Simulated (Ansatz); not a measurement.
Geometry optimisation, RKS PBE-D4/cc-pVDZ in Ansatz.

input.yaml

```yaml
crystal:
  periodic: [false, false, false]
  atoms:
    - { symbol: C, position_ang: [0.7491, -0.645, 1.3592] }
    - { symbol: "N", position_ang: [0.8118, 0.2978, 0.212] }
    - { symbol: C, position_ang: [-0.4401, 0.4883, -0.4924] }
    - { symbol: "N", position_ang: [-0.535, -0.5874, -1.3643] }
    - { symbol: O, position_ang: [-0.3456, 1.6578, -1.2185] }
    - { symbol: F, position_ang: [-1.4535, 0.5979, 0.358] }
    - { symbol: H, position_ang: [1.7121, -0.7217, 1.8133] }
    - { symbol: H, position_ang: [1.05964, 0.9098, 1.01551] }
    - { symbol: H, position_ang: [0.0382, -0.1753, 2.1567] }
    - { symbol: H, position_ang: [1.4322, -0.111, -0.461] }
    - { symbol: H, position_ang: [-1.2922, -0.2415, -2.0131] }
    - { symbol: H, position_ang: [-1.0982, -1.2834, -0.8055] }
    - { symbol: H, position_ang: [0.0569, 2.2665, -0.581] }
basis:
  gaussian: { orbitals: cc-pVDZ }
hamiltonian:
  xc: pbe
  dispersion: d4
relax:
  f_tol: 0.02
  max_steps: 50
```

Launched with:

```bash
$ ansatz run input.yaml --threads 2 --pin off --max-ram 3072MiB --backend cpu --events-out ev --progress --plain --runs-dir out
```

Question: Where does it end, and by what steps?

Answer: The run converged. After 45 steps the energy has fallen by 4.523 eV; H12 moved furthest, 3.05 Å. Parted: N2–C3, N4–H12. Joined: C1–H12.

```json
{"step": "0", "energy less start (eV)": "0.0000", "largest force component (eV/Å)": "3.100", "accepted": "yes"}
{"step": "2", "energy less start (eV)": "-1.4104", "largest force component (eV/Å)": "1.043", "accepted": "yes"}
{"step": "4", "energy less start (eV)": "-1.8473", "largest force component (eV/Å)": "1.428", "accepted": "yes"}
{"step": "6", "energy less start (eV)": "-2.0605", "largest force component (eV/Å)": "0.486", "accepted": "yes"}
{"step": "8", "energy less start (eV)": "-2.1358", "largest force component (eV/Å)": "0.200", "accepted": "yes"}
{"step": "10", "energy less start (eV)": "-2.3924", "largest force component (eV/Å)": "0.792", "accepted": "yes"}
{"step": "12", "energy less start (eV)": "-2.7863", "largest force component (eV/Å)": "0.855", "accepted": "yes"}
{"step": "14", "energy less start (eV)": "-2.8764", "largest force component (eV/Å)": "1.430", "accepted": "yes"}
{"step": "16", "energy less start (eV)": "-3.2912", "largest force component (eV/Å)": "2.914", "accepted": "yes"}
{"step": "18", "energy less start (eV)": "-3.7385", "largest force component (eV/Å)": "0.910", "accepted": "yes"}
{"step": "20", "energy less start (eV)": "-3.8597", "largest force component (eV/Å)": "1.472", "accepted": "yes"}
{"step": "22", "energy less start (eV)": "-3.9096", "largest force component (eV/Å)": "0.248", "accepted": "yes"}
{"step": "24", "energy less start (eV)": "-3.9831", "largest force component (eV/Å)": "0.652", "accepted": "yes"}
{"step": "26", "energy less start (eV)": "-4.1416", "largest force component (eV/Å)": "0.688", "accepted": "yes"}
{"step": "28", "energy less start (eV)": "-4.3031", "largest force component (eV/Å)": "0.568", "accepted": "yes"}
{"step": "30", "energy less start (eV)": "-4.3496", "largest force component (eV/Å)": "0.249", "accepted": "yes"}
{"step": "32", "energy less start (eV)": "-4.4093", "largest force component (eV/Å)": "0.447", "accepted": "yes"}
{"step": "34", "energy less start (eV)": "-4.4572", "largest force component (eV/Å)": "0.732", "accepted": "yes"}
{"step": "36", "energy less start (eV)": "-4.4917", "largest force component (eV/Å)": "0.826", "accepted": "yes"}
{"step": "38", "energy less start (eV)": "-4.5107", "largest force component (eV/Å)": "0.202", "accepted": "yes"}
{"step": "40", "energy less start (eV)": "-4.5210", "largest force component (eV/Å)": "0.059", "accepted": "yes"}
{"step": "42", "energy less start (eV)": "-4.5218", "largest force component (eV/Å)": "0.064", "accepted": "yes"}
{"step": "44", "energy less start (eV)": "-4.5223", "largest force component (eV/Å)": "0.068", "accepted": "no"}
{"step": "45", "energy less start (eV)": "-4.5225", "largest force component (eV/Å)": "0.005", "accepted": "yes"}
```

```xyz
13
Properties=species:S:1:pos:R:3
C 1.103 -0.744 1.185
N 1.226 0.644 0.700
C -1.299 0.616 -1.403
N -2.217 0.586 -2.278
O -0.010 0.749 -1.617
F -1.572 0.499 -0.018
H 1.487 -0.900 2.217
H 0.703 1.278 1.321
H 0.034 -1.025 1.153
H 2.207 0.955 0.731
H -3.127 0.467 -1.808
H 1.653 -1.417 0.499
H 0.507 0.746 -0.703
```

The run took 80 s on 2 threads of Intel(R) Xeon(R) Platinum 8488C (Sapphire Rapids) (shared host), peak memory 0.19 GiB.
